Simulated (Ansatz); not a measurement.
Ansatz (a program for electronic structure) input:

Ansatz 0.2 input:
```yaml
crystal:
  periodic: [false, false, false]
  atoms:
    - {symbol: C, position_ang: [0.05391172, 0.80080368, -0.10182354]}
    - {symbol: N, position_ang: [-0.07202677, -0.70518643, -0.08531619]}
    - {symbol: H, position_ang: [0.20860883, -1.14742715, 0.80112789]}
    - {symbol: H, position_ang: [-1.05121284, -0.94323814, -0.19400284]}
    - {symbol: H, position_ang: [-0.09433519, 1.20392142, 0.92877463]}
    - {symbol: H, position_ang: [1.11765621, 1.01822688, -0.32774514]}
basis:
  gaussian:
    orbitals: aug-cc-pVDZ
total_charge: -1
magnetization: {spin_polarized: false}
correlation: {method: ccsd_t, electrons: outside_noble_gas}
output: {forces: true}
```

Question: Predict the final energy.

Answer: -94.93712 Eh (CCSD(T)/aug-cc-pVDZ). The basis has 82 functions.

It need not be the lowest isomer of its formula. Whether it binds its extra electron was not tested at this geometry.
